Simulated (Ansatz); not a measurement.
We consider double-hcp Pr, described by r²SCAN-D4 (Ansatz, a program for electronic structure, PAW).

Numerical settings: plane-wave cutoff 500 eV, 24×24×6 k mesh (along the axes of the cell as run), Fermi–Dirac smearing 0.1 eV, spin-polarised with parallel moments, scalar-relativistic PAW data made under PBE.

Computed at the level's own relaxed cell.

Q: Give the computed volume per atom, lattice constant a and c axis length.

A: 
- volume per atom: 37.67 Å³/atom
- lattice constant a: 3.760 Å
- c axis length: 12.303 Å

Note: the magnetic order was assumed, not searched for or taken from measurement; the 4f shell is treated without U or exact exchange, so its levels and filling can be wrong; the volume lies 9 % above that of the published cell.

Spin–orbit coupling is not included.

Static lattice: no zero-point or thermal effects.

Computing time: about 60 core-minutes (a rough figure).
